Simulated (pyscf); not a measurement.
PySCF, gas phase, ωB97X-D3(BJ)/def2-SVP geometries. Correlated levels are frozen-core, on RHF or UHF. ΔMP2 is the change of the MP2 total energy from the triple- to the quadruple-zeta basis.

### Question
How much does it cost (ΔH, 298 K, CCSD(T)/def2-TZVPP + ΔMP2(QZVPP)) to split HO–Mg–O–SiH₃ at its O–Si bond into •O–Mg–OH + SiH₃•?

### Answer
O–Si to •O–Mg–OH + SiH₃•: 571.8 kJ/mol. The radicals are drawn with the spin at the cut bond; how far it spreads was not checked. Other isomers of •O–Mg–OH were not searched in full and may lie lower. The CCSD(T) − MP2 part came from Ansatz, without density fitting, on the same reference. The frozen core leaves the outer d or s,p core shells of the metals and heavy elements correlated in the MP2 and CC values, and def2-TZVPP describes them poorly, which can shift differences by a few kcal/mol. The term symbol of open-shell •O–Mg–OH was not checked; spin-orbit terms are left out.
